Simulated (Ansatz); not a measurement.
```yaml
crystal:
  periodic: [false, false, false]
  atoms:
    - {symbol: O, position_ang: [-2.344819, -1.354357, 0.111092]}
    - {symbol: C, position_ang: [-1.995331, -0.333968, 0.624920]}
    - {symbol: O, position_ang: [-0.779175, 0.202422, 0.540647]}
    - {symbol: C, position_ang: [0.172982, -0.520762, -0.255782]}
    - {symbol: C, position_ang: [1.468880, 0.240723, -0.182525]}
    - {symbol: O, position_ang: [1.374155, 1.523996, -0.748670]}
    - {symbol: H, position_ang: [-2.633875, 0.309420, 1.247844]}
    - {symbol: H, position_ang: [-0.196227, -0.579147, -1.282054]}
    - {symbol: H, position_ang: [0.279213, -1.535114, 0.136972]}
    - {symbol: H, position_ang: [1.808502, 0.286863, 0.861344]}
    - {symbol: H, position_ang: [2.224981, -0.302387, -0.754227]}
    - {symbol: H, position_ang: [0.697813, 2.007211, -0.265463]}
basis:
  gaussian: {orbitals: def2-TZVPD}
hamiltonian: {xc: {name: HF}}
correlation: {method: mp2, frozen_orbitals: {O: 9}}
output: {forces: true}
```

```sh
$ ansatz run in.yaml --threads 4 --pin off --events-out ev --progress --plain --max-ram 10444MiB
```

Shortened log:

```
Functional definition: HF
Error: "frozen_orbitals" has no count for C
```

(1) What is wrong with this run?

## Answers

(1) Frozen orbitals are typed for one element alone, and the program wants a count for each. The input was rejected before any iteration.
